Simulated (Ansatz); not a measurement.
Species: N₂O, charge 0, singlet. N2O (nitrous oxide, SMILES [N+]([O-])#N).
B3LYP-D3(BJ)/def2-TZVP minimum from Ansatz (an electronic-structure program):
```xyz
3

N      0.0000     0.0000    -1.1943
N      0.0000     0.0000    -0.0734
O      0.0000     0.0000     1.1093
```
Charge 0, spin multiplicity 1.

Hartree-Fock and MP2 correlation energies in hartree (Ansatz). UHF or UKS for unpaired electrons; spin-orbit terms are left out. Correlated methods leave the cores frozen. No relativity.

| basis | X | E(HF) | E(corr, MP2) |
|---|---|---|---|
| cc-pVTZ | 3 | -183.75101 | -0.64057 |
| cc-pVQZ | 4 | -183.76445 | -0.68465 |
| cc-pV5Z | 5 | -183.76762 | withheld |

Problem. Fit E(corr) = E∞ + A/X³ to X = 3 and 4, predict X = 5, and compare with the run.

Solution. A = (-0.64057 - (-0.68465))/(1/27 - 1/64) = 2.0587; E∞ = -0.68465 - A/64 = -0.71682; at X = 5, E∞ + A/125 = -0.70035. The run gave -0.70258, 2.23 mEh below the prediction. The same form on X = 4 and 5 gives E∞ = -0.72139, 4.58 mEh below the first estimate.
